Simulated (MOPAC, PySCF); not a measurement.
C$_{4}$H$_{6}$, SMILES `C(C=C)=C` (C–C–C–C torsion 180°), neutral singlet in the gas phase. 

Cartesian coordinates (Å):
```xyz
10

C      1.5944    -0.0923    -0.9377
C      0.7094    -0.1325     0.0730
C     -0.7094     0.1325    -0.0730
C     -1.5944     0.0923     0.9377
H      2.6533    -0.2989    -0.7819
H      1.2795     0.1503    -1.9555
H      1.0564    -0.3790     1.0828
H     -1.0564     0.3790    -1.0828
H     -2.6533     0.2989     0.7819
H     -1.2795    -0.1503     1.9555
```
Charge 0, spin multiplicity 1.

All levels are single points at this geometry (PBE-D3(BJ)/def2-TZVP); Pople sets use spherical d functions. Orbital energies aren't observables, and empty levels follow the basis.

B3LYP/6-31G* in PySCF gives gap (eV) = 5.57.

Task: Estimate the gap (eV) from each of these levels: PBE-D3(BJ)/def2-TZVP in PySCF; B3LYP/6-311+G** in PySCF; BP86/6-31G* in PySCF; HF/3-21G in PySCF; HF/STO-3G in PySCF; PM3 in MOPAC; PM6 in MOPAC; PM7 in MOPAC.

Result: 
```tsv
level	gap (eV)
PBE-D3(BJ)/def2-TZVP in PySCF	3.93
B3LYP/6-311+G** in PySCF	5.39
BP86/6-31G* in PySCF	4.01
HF/3-21G in PySCF	12.03
HF/STO-3G in PySCF	13.63
PM3 in MOPAC	9.55
PM6 in MOPAC	9.67
PM7 in MOPAC	9.58
```
